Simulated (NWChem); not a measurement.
Program: NWChem. System: BF$_{3}$, charge 0, spin multiplicity 1, at a geometry optimised with PBE/def2-SVP. The structure started from a generated list of species. Level: TD-PBE/def2-SVP.

Job file:

```
start mol
memory heap 200 mb stack 900 mb global 1100 mb
geometry units angstroms nocenter noautoz
  B      0.000000     0.000000     0.000002
  F      0.000000     0.000000     1.323240
  F      1.145972     0.000000    -0.661620
  F     -1.145972     0.000000    -0.661620
  symmetry group C2v
end
basis spherical
  * library def2-svp
end
dft
  xc xpbe96 cpbe96
  semidirect memsize 60000000 filesize 0
  iterations 100
end
tddft
  rpa
  nroots 8
  notriplet
  thresh 1e-4
end
task tddft energy
```

Part of the output:

```
             Northwest Computational Chemistry Package (NWChem) 7.3.0
             --------------------------------------------------------

                                NWChem Input Module
                                -------------------

 Scaling coordinates for geometry "geometry" by  1.889725989
 (inverse scale =  0.529177249)

 Turning off AUTOSYM since
 SYMMETRY directive was detected!

                             Geometry "geometry" -> ""
                             -------------------------

 Output coordinates in angstroms (scale by  1.889725989 to convert to a.u.)

  No.       Tag          Charge          X              Y              Z
 ---- ---------------- ---------- -------------- -------------- --------------
    1 B                    5.0000     0.00000000     0.00000000     0.00000200
    2 F                    9.0000     0.00000000     0.00000000     1.32324000
    3 F                    9.0000     1.14597200     0.00000000    -0.66162000
    4 F                    9.0000    -1.14597200     0.00000000    -0.66162000

 Effective nuclear repulsion energy (a.u.)     110.0931377882

            Nuclear Dipole moment (a.u.)
            ----------------------------
        X                 Y               Z
 ---------------- ---------------- ----------------
     0.0000000000     0.0000000000     0.0000188973

      Symmetry information
      --------------------

 Group name             C2v
 Group number             16
 Group order               4
 No. of unique centers     3

      Symmetry unique atoms

     1    2    3


 Summary of "ao basis" -> "" (spherical)
 ------------------------------------------------------------------------------
       Tag                 Description            Shells   Functions and Types
 ---------------- ------------------------------  ------  ---------------------
 *                          def2-svp                  on all atoms

  pbe96 is a nonlocal functional; adding pw91lda local functional.

                                 NWChem DFT Module
                                 -----------------

 Summary of "ao basis" -> "ao basis" (spherical)
 ------------------------------------------------------------------------------
       Tag                 Description            Shells   Functions and Types
 ---------------- ------------------------------  ------  ---------------------
 B                          def2-svp                 6       14   3s2p1d
 F                          def2-svp                 6       14   3s2p1d

 Summary of "ao basis" -> "ao basis" (spherical)
 ------------------------------------------------------------------------------
       Tag                 Description            Shells   Functions and Types
 ---------------- ------------------------------  ------  ---------------------
 B                          def2-svp                 6       14   3s2p1d
 F                          def2-svp                 6       14   3s2p1d

      Symmetry analysis of basis
      --------------------------

        a1         24
        a2          6
        b1         16
        b2         10

            General Information
            -------------------
          SCF calculation type: DFT
          Wavefunction type:  closed shell.
          No. of atoms     :     4
          No. of electrons :    32
           Alpha electrons :    16
            Beta electrons :    16
          Charge           :     0
          Spin multiplicity:     1
          Use of symmetry is: off; symmetry adaption is: on
          Maximum number of iterations: 100
          AO basis - number of functions:    56
                     number of shells:    24
          Convergence on energy requested:  1.00D-06
          Convergence on density requested:  1.00D-05
          Convergence on gradient requested:  5.00D-04

              XC Information
              --------------
          PerdewBurkeErnzerhof Exchange Functional  1.000
            Perdew 1991 LDA Correlation Functional  1.000 local
           PerdewBurkeErnz. Correlation Functional  1.000 non-local

             Grid Information
             ----------------
          Grid used for XC integration:  medium
          Radial quadrature: Mura-Knowles
          Angular quadrature: Lebedev.
          Tag              B.-S. Rad. Rad. Pts. Rad. Cut. Ang. Pts.
          ---              ---------- --------- --------- ---------
          B                   0.85       49           5.0       434
          F                   0.50       49           6.0       434
          Grid pruning is: on
          Number of quadrature shells:   196
          Spatial weights used:  Erf1

          Convergence Information
          -----------------------
          Convergence aids based upon iterative change in
          total energy or number of iterations.
          Levelshifting, if invoked, occurs when the
          HOMO/LUMO gap drops below (HL_TOL):  1.00D-02
          DIIS, if invoked, will attempt to extrapolate
          using up to (NFOCK): 10 stored Fock matrices.

                    Damping( 0%)  Levelshifting(0.5)       DIIS
                  --------------- ------------------- ---------------
          dE  on:    start            ASAP                start
          dE off:    2 iters        100 iters           100 iters

      Screening Tolerance Information
      -------------------------------
          Density screening/tol_rho:  1.00D-10
          AO Gaussian exp screening on grid/accAOfunc:  14
          CD Gaussian exp screening on grid/accCDfunc:  20
          XC Gaussian exp screening on grid/accXCfunc:  20
[...]
    3    1   15   17 a1       -0.389    -0.010    10.312
    4    1   14   17 b1       -0.389    -0.010    10.312
    5    1   13   17 a2       -0.397    -0.010    10.529
    6    1   12   17 b2       -0.397    -0.010    10.529
    7    1   15   18 b2       -0.389     0.023    11.191
    8    1   14   18 a2       -0.389     0.023    11.191
--------------------------------------------------------

  Entering Davidson iterations
  Restricted singlet excited states

  Iter   NTrls   NConv    DeltaV     DeltaE      Time
  ----  ------  ------  ---------  ---------  ---------
    1      8       0     0.51E+00   0.10+100        0.6
    2     16       0     0.12E+00   0.49E-01        0.6
    3     32       0     0.14E+00   0.97E-02        1.1
    4     48       0     0.98E-01   0.35E-02        1.1
    5     64       1     0.18E-01   0.16E-02        1.1
    6     78       3     0.56E-02   0.94E-04        1.0
    7     88       5     0.24E-02   0.83E-05        0.8
    8     94       6     0.11E-02   0.14E-05        0.5
    9     98       6     0.46E-03   0.34E-06        0.4
   10    102       6     0.21E-03   0.36E-07        0.4
   11    106       7     0.11E-03   0.42E-08        0.4
   12    108       8     0.74E-04   0.12E-08        0.3
  ----  ------  ------  ---------  ---------  ---------
  Convergence criterion met

  Ground state a1       -323.988787600833 a.u.

  ----------------------------------------------------------------------------
  Root   1 singlet a2             0.349163957 a.u.                9.5012 eV
  ----------------------------------------------------------------------------
     Transition Moments    X -0.00000   Y -0.00000   Z  0.00000
     Transition Moments   XX -0.00000  XY  0.00001  XZ -0.00000
     Transition Moments   YY -0.00000  YZ  0.00000  ZZ  0.00000
     Dipole Oscillator Strength                    0.0000000000
     Electric Quadrupole                           0.0000000000
     Magnetic Dipole                               0.0000000000
     Total Oscillator Strength                     0.0000000000

          sigma_e =   1.3309 Angstrom
          sigma_h =   1.4745 Angstrom
         |d_h->e| =   0.0002 Angstrom
            d_exc =   1.9876 Angstrom
            d_CD1 =   0.1437 Angstrom
            d_CD2 =  -1.4025 Angstrom
            d_CD3 =   1.9878 Angstrom
     Pearson C.C. =  -0.0014

     Occ.   16  b1  ---  Virt.   17  b2  -0.99993 X
  ----------------------------------------------------------------------------
  Root   2 singlet b1             0.381373857 a.u.               10.3777 eV
  ----------------------------------------------------------------------------
     Transition Moments    X  0.00005   Y  0.00000   Z -0.00000
     Transition Moments   XX  0.00000  XY -0.00000  XZ  0.00006
     Transition Moments   YY  0.00000  YZ -0.00000  ZZ -0.00000
     Dipole Oscillator Strength                    0.0000000006
     Electric Quadrupole                           0.0000000000
     Magnetic Dipole                               0.0000018085
     Total Oscillator Strength                     0.0000018091

          sigma_e =   1.8499 Angstrom
          sigma_h =   1.4744 Angstrom
         |d_h->e| =   0.0002 Angstrom
            d_exc =   2.3858 Angstrom
            d_CD1 =   0.3757 Angstrom
            d_CD2 =  -1.6619 Angstrom
            d_CD3 =   2.3860 Angstrom
     Pearson C.C. =  -0.0176

     Occ.   16  b1  ---  Virt.   18  a1   0.99967 X
  ----------------------------------------------------------------------------
  Root   3 singlet a2             0.389941307 a.u.               10.6108 eV
  ----------------------------------------------------------------------------
     Transition Moments    X  0.00000   Y  0.00000   Z -0.00000
     Transition Moments   XX  0.00000  XY  0.00705  XZ  0.00000
     Transition Moments   YY -0.00000  YZ -0.00000  ZZ -0.00000
     Dipole Oscillator Strength                    0.0000000000
     Electric Quadrupole                           0.0000000000
     Magnetic Dipole                               0.0000017405
     Total Oscillator Strength                     0.0000017405

          sigma_e =   1.3310 Angstrom
          sigma_h =   1.4242 Angstrom
         |d_h->e| =   0.3999 Angstrom
            d_exc =   1.9911 Angstrom
            d_CD1 =   0.4930 Angstrom
            d_CD2 =  -0.9777 Angstrom
            d_CD3 =   2.3910 Angstrom
     Pearson C.C. =  -0.0013

     Occ.   13  b1  ---  Virt.   17  b2  -0.99983 X
  ----------------------------------------------------------------------------
  Root   4 singlet b2             0.389944225 a.u.               10.6109 eV
  ----------------------------------------------------------------------------
     Transition Moments    X  0.00000   Y -0.00001   Z  0.00000
     Transition Moments   XX  0.00000  XY  0.00000  XZ -0.00000
     Transition Moments   YY -0.00000  YZ  0.00703  ZZ  0.00000
     Dipole Oscillator Strength                    0.0000000000
     Electric Quadrupole                           0.0000000000
     Magnetic Dipole                               0.0000017406
     Total Oscillator Strength                     0.0000017407

          sigma_e =   1.3310 Angstrom
          sigma_h =   1.4241 Angstrom
         |d_h->e| =   0.4000 Angstrom
            d_exc =   1.9911 Angstrom
            d_CD1 =   0.4931 Angstrom
            d_CD2 =  -0.9776 Angstrom
            d_CD3 =   2.3912 Angstrom
     Pearson C.C. =  -0.0013

     Occ.   12  a1  ---  Virt.   17  b2  -0.99983 X
  ----------------------------------------------------------------------------
  Root   5 singlet b2             0.414504401 a.u.               11.2792 eV
  ----------------------------------------------------------------------------
     Transition Moments    X -0.00000   Y  0.00004   Z  0.00000
     Transition Moments   XX -0.00000  XY  0.00001  XZ  0.00000
     Transition Moments   YY -0.00000  YZ  0.72993  ZZ -0.00000
     Dipole Oscillator Strength                    0.0000000003
     Electric Quadrupole                           0.0000002021
     Magnetic Dipole                               0.0000019582
     Total Oscillator Strength                     0.0000021606

          sigma_e =   1.8443 Angstrom
          sigma_h =   1.3097 Angstrom
         |d_h->e| =   0.6670 Angstrom
            d_exc =   2.3732 Angstrom
            d_CD1 =   1.2017 Angstrom
            d_CD2 =  -0.9100 Angstrom
            d_CD3 =   3.0402 Angstrom
     Pearson C.C. =  -0.0146

     Occ.   15  b2  ---  Virt.   18  a1   0.99960 X
  ----------------------------------------------------------------------------
  Root   6 singlet a2             0.414511577 a.u.               11.2794 eV
  ----------------------------------------------------------------------------
     Transition Moments    X  0.00000   Y  0.00000   Z -0.00000
     Transition Moments   XX  0.00000  XY  0.72994  XZ -0.00000
     Transition Moments   YY -0.00000  YZ -0.00001  ZZ -0.00000
     Dipole Oscillator Strength                    0.0000000000
     Electric Quadrupole                           0.0000002021
     Magnetic Dipole                               0.0000019583
     Total Oscillator Strength                     0.0000021604

          sigma_e =   1.8443 Angstrom
          sigma_h =   1.3097 Angstrom
         |d_h->e| =   0.6669 Angstrom
            d_exc =   2.3732 Angstrom
            d_CD1 =   1.2015 Angstrom
            d_CD2 =  -0.9101 Angstrom
            d_CD3 =   3.0401 Angstrom
     Pearson C.C. =  -0.0146

     Occ.   14  a2  ---  Virt.   18  a1   0.99960 X
  ----------------------------------------------------------------------------
  Root   7 singlet a1             0.414761735 a.u.               11.2862 eV
  ----------------------------------------------------------------------------
     Transition Moments    X -0.00000   Y  0.00000   Z -0.13519
     Transition Moments   XX  0.89493  XY  0.00000  XZ  0.00002
     Transition Moments   YY  0.00004  YZ  0.00000  ZZ -0.89500
     Dipole Oscillator Strength                    0.0050536003
     Electric Quadrupole                           0.0000003043
     Magnetic Dipole                               0.0000000000
     Total Oscillator Strength                     0.0050539046

          sigma_e =   1.5550 Angstrom
          sigma_h =   1.4469 Angstrom
         |d_h->e| =   0.1920 Angstrom
            d_exc =   2.1283 Angstrom
            d_CD1 =   0.3002 Angstrom
            d_CD2 =  -1.3089 Angstrom
            d_CD3 =   2.3204 Angstrom
     Pearson C.C. =   0.0041

     Occ.   12  a1  ---  Virt.   18  a1   0.62457 X
     Occ.   12  a1  ---  Virt.   19  a1   0.05094 X
     Occ.   13  b1  ---  Virt.   20  b1  -0.05093 X
     Occ.   15  b2  ---  Virt.   17  b2  -0.76798 X
     Occ.   16  b1  ---  Virt.   20  b1  -0.09513 X
  ----------------------------------------------------------------------------
  Root   8 singlet b1             0.414763117 a.u.               11.2863 eV
  ----------------------------------------------------------------------------
     Transition Moments    X -0.13503   Y -0.00000   Z  0.00000
     Transition Moments   XX -0.00002  XY  0.00000  XZ  0.89489
     Transition Moments   YY -0.00000  YZ -0.00000  ZZ  0.00002
     Dipole Oscillator Strength                    0.0050413865
     Electric Quadrupole                           0.0000003043
     Magnetic Dipole                               0.0000000000
     Total Oscillator Strength                     0.0050416908

          sigma_e =   1.5551 Angstrom
          sigma_h =   1.4469 Angstrom
         |d_h->e| =   0.1918 Angstrom
            d_exc =   2.1284 Angstrom
            d_CD1 =   0.3000 Angstrom
            d_CD2 =  -1.3092 Angstrom
            d_CD3 =   2.3203 Angstrom
     Pearson C.C. =   0.0041

     Occ.   12  a1  ---  Virt.   20  b1  -0.05093 X
     Occ.   13  b1  ---  Virt.   18  a1   0.62470 X
     Occ.   13  b1  ---  Virt.   19  a1  -0.05094 X
     Occ.   14  a2  ---  Virt.   17  b2  -0.76788 X
     Occ.   16  b1  ---  Virt.   19  a1   0.09509 X

              Target root =      1
          Target symmetry = none
      Ground state energy =   -323.988787600833
        Excitation energy =      0.349163956711
     Excited state energy =   -323.639623644122

  stored tddft:energy   -323.63962364412185

 Task  times  cpu:        9.2s     wall:        9.2s

 Total times  cpu:        9.3s     wall:        9.3s
```
